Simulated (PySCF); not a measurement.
One of the candidates below gave these computed data.

All candidates are C4H5NS.

| technique | computed result |
| --- | --- |
| Dipole | 3.84 D [PBE0/def2-SVPD] |
| Triplet | lowest triplet excitation (Tamm–Dancoff): 4.80 eV [TDA PBE0/def2-SVPD] |
| Rotational structure | rotational constants A, B, C: 3.701, 2.813, 1.845 GHz [GFN2-xTB] |
| UV, first state | lowest singlet excitation: 5.36 eV (231 nm, f = 0.001) [TDDFT PBE0/def2-SVPD] |
| Polarisability | 69.0 au [PBE0/def2-SVPD] |
| UV, strongest line | among the 8 lowest singlet transitions: S6 at 7.45 eV (166 nm, f = 0.067) [TDDFT PBE0/def2-SVPD] |

Gas-phase values; electronic properties from PySCF, density fitting. Levels stand in brackets. Geometry: GFN2-xTB, one conformer, isolated molecule.

Question: Which candidate is it?
A. `C[C@@]1(C#N)CS1`
B. `Cc1nccs1`
C. `N#CC1(S)CC1`

Answer: C. It is `N#CC1(S)CC1`. Numbering: `[N:1]#[C:2][C:3]1([SH:4])[CH2:5][CH2:6]1`. Its formula, C4H5NS, gives 3 degrees of unsaturation: 1 ring and 2 π bonds in the structure found. S1 is mainly HOMO→LUMO (weight 0.96); the largest Löwdin shares of the orbital it empties are 0.71 on the thiol sulfur, 0.09 on the sp3 carbon bound to sulfur, 0.07 on a three-membered-ring carbon and 0.06 on the S–H hydrogen, of the orbital it fills 0.47 on the thiol sulfur, 0.14 on the sp3 carbon bound to sulfur, 0.11 on the nitrile nitrogen and 0.10 on the nitrile carbon. By its constants the optimised geometry is an asymmetric top.

The others, at the same levels:
- `C[C@@]1(C#N)CS1` fails: its computed lowest singlet excitation is 4.50 eV (276 nm, f = 0.002) (against 5.36 eV), lowest triplet excitation (Tamm–Dancoff) is 3.97 eV (against 4.80 eV) and rotational constant A is 4.422 GHz (against 3.701 GHz).
- `Cc1nccs1` fails: its computed lowest triplet excitation (Tamm–Dancoff) is 3.73 eV (against 4.80 eV), rotational constant A is 5.316 GHz (against 3.701 GHz) and smallest rotational constant is 2.070 GHz (against 1.845 GHz).

Each candidate is one conformer, not necessarily the lowest. Dipoles, sizes and rotational constants follow the conformer. The torsions of the flexible species, by atom-mapped SMILES:
- `[N:1]#[C:2][C:3]1([SH:4])[CH2:5][CH2:6]1`: H–S4–C3–C2 -63°
